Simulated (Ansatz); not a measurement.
# UB2GP-PLYP-D4/Sapporo-TZP (density fitting with def2-universal-jkfit, def2-TZVP-rifit for correlation, accuracy low, damping of r2scan) run of MgCl (SMILES [Mg][Cl])

Aim: the vertical electron affinity of MgCl at UB2GP-PLYP-D4/Sapporo-TZP (density fitting with def2-universal-jkfit, def2-TZVP-rifit for correlation, accuracy low, damping of r2scan), from 2 runs. 

The results are computed with Ansatz 0.2.0.

10 further runs of the same task are left out: 2 for a known fault of the program, 8 set aside as unsound or not needed.

### 1 The structure to begin with

MgCl has 2 atoms, charge 0, and is taken as a doublet. As SMILES, `[Mg][Cl]`. Geometry: relaxed at PBE0-D4/def2-TZVP.

Bond lengths: Mg1–Cl2 2.210 Å.

### 2 The energy at UB2GP-PLYP-D4/Sapporo-TZP (density fitting with def2-universal-jkfit, def2-TZVP-rifit for correlation, accuracy low, damping of r2scan)

Input file input.yaml:

```yaml
crystal:
  periodic: [false, false, false]
  atoms:
    - {symbol: Mg, position_ang: [0.955300, -0.365300, 0.475300]}
    - {symbol: Cl, position_ang: [-0.925900, 0.305200, -0.471200]}
basis:
  gaussian:
    orbitals: Sapporo-TZP.json
    fitting: {mean_field: def2-universal-jkfit, correlation: def2-TZVP-rifit.json}
magnetization:
  spin_polarized: true
  initial_magnetization: 1
hamiltonian:
  xc: {name: B2GP-PLYP}
  dispersion: {method: d4, functional: r2scan}
correlation:
  electrons: outside_noble_gas
accuracy: low
output: {orbitals: {seedname: orbitals}}
```

The basis set Sapporo-TZP is read from a file made from the Basis Set Exchange's data (not shown).

Run with:

```
$ ansatz run input.yaml --threads 1 --pin off --max-ram 2610MiB --events-out events.jsonl --progress --plain --runs-dir runs
```

The log of the run:

```text
Warning: RAYON_NUM_THREADS=1 ignored (pool sized by the plan → 1); use --threads N
Functional definition: B2GP-PLYP
  name "B2GP-PLYP"
  parameter a = 0.65
  parameter c = 0.36
  exchange = (1 - a)*b88_x + a*exact_x
  correlation = (1 - c)*lyp_c + c*(mp2_os + mp2_ss)
240 factors; integrals over basis functions are off by at most 1.3e0 eV
205 factors; integrals over basis functions are off by at most 1.6e0 eV
mean field evaluation 1: about -17955.3036 eV, gradient 1.2e1 eV
mean field evaluation 2: about -17955.3042 eV, gradient 1.2e1 eV
mean field evaluation 4: about -17956.3178 eV, gradient 9.3e-1 eV
mean field evaluation 8: about -17956.3400 eV, gradient 4.5e-2 eV
mean field evaluation 16: about -17956.3400 eV, gradient 8.1e-6 eV
mean field -17956.33999173 eV, -659.8833234516 hartree, gradient 1.3e-6 eV, S^2 0.750999; 0 other end points of the search recorded, 0 dependent functions left out
10 core orbitals not correlated: weight in the atoms' cores, before any rotation towards them, 1.000 or more for the frozen orbitals, at most 0.000 for the correlated occupied ones
reference -17956.34015453 eV, -659.8833294345 hartree; 5, 4 occupied and 66, 67 virtual orbitals, 205 factors
second order -6.48523368 eV of doubles, -0.00000000 eV of singles
Total energy: -17958.68149825 eV, -659.9693722292 hartree
```

Run time: 2.2 s. Hardware: 1 thread of Arm Neoverse V2, shared host.

### 3 The singlet anion

input.yaml, as its differences from that of step 2:

```diff
@@ -9,5 +9,6 @@
     fitting: {mean_field: def2-universal-jkfit, correlation: def2-TZVP-rifit.json}
+total_charge: -1
 magnetization:
   spin_polarized: true
-  initial_magnetization: 1
+  initial_magnetization: 0
 hamiltonian:
```

The basis set Sapporo-TZP is read from a file made from the Basis Set Exchange's data (not shown).

Run with:

```
$ ansatz run input.yaml --threads 1 --pin off --max-ram 2610MiB --events-out events.jsonl --progress --plain --runs-dir runs
```

The log of the run (excerpt; [...] marks lines left out):

```text
Warning: RAYON_NUM_THREADS=1 ignored (pool sized by the plan → 1); use --threads N
[... 2 set-up lines as earlier in the session ...]
[...]
240 factors; integrals over basis functions are off by at most 1.3e0 eV
205 factors; integrals over basis functions are off by at most 1.6e0 eV
[...]
mean field -17957.23613266 eV, -659.9162560233 hartree, gradient 6.9e-7 eV, S^2 0.000000; 4 other end points of the search recorded, 0 dependent functions left out
10 core orbitals not correlated: weight in the atoms' cores, before any rotation towards them, 1.000 or more for the frozen orbitals, at most 0.000 for the correlated occupied ones
reference -17957.23623803 eV, -659.9162598959 hartree; 5, 5 occupied and 66, 66 virtual orbitals, 205 factors
second order -7.11524777 eV of doubles, -0.00000000 eV of singles
Total energy: -17959.80533100 eV, -660.0106723210 hartree
```

It took 3.3 s on 1 thread of Arm Neoverse V2, shared host.

### 4 Results

Level: UB2GP-PLYP-D4/Sapporo-TZP (density fitting with def2-universal-jkfit, def2-TZVP-rifit for correlation, accuracy low, damping of r2scan), 10 core orbitals frozen.

| quantity | value |
| --- | --- |
| doublet MgCl: total energy | -659.96937 Eh |
| doublet MgCl: HOMO energy (SCF part's orbitals) (highest over α and β) | -6.72 eV |
| doublet MgCl: LUMO energy (SCF part's orbitals) (lowest over α and β) | -1.45 eV |
| doublet MgCl: dispersion energy | -0.64 kJ/mol |
| doublet MgCl: ⟨S²⟩ | 0.751 |
| singlet anion: total energy | -660.01067 Eh |
| singlet anion: HOMO energy (SCF part's orbitals) | -0.41 eV |
| singlet anion: LUMO energy (SCF part's orbitals) | 2.43 eV |
| singlet anion: HOMO–LUMO gap (to an unbound level, set by the basis) | 2.84 eV |
| singlet anion: dispersion energy | -0.73 kJ/mol |
| vertical electron affinity (to the singlet anion) | 1.124 eV |

At fixed nuclei the extra electron is bound by 1.12 eV (108 kJ/mol). The basis has no diffuse functions, so the error can be as large as this value. The accuracy setting (doublet MgCl) is loose, so the last digits carry no meaning. The accuracy setting (singlet anion) is loose, so the last digits carry no meaning.
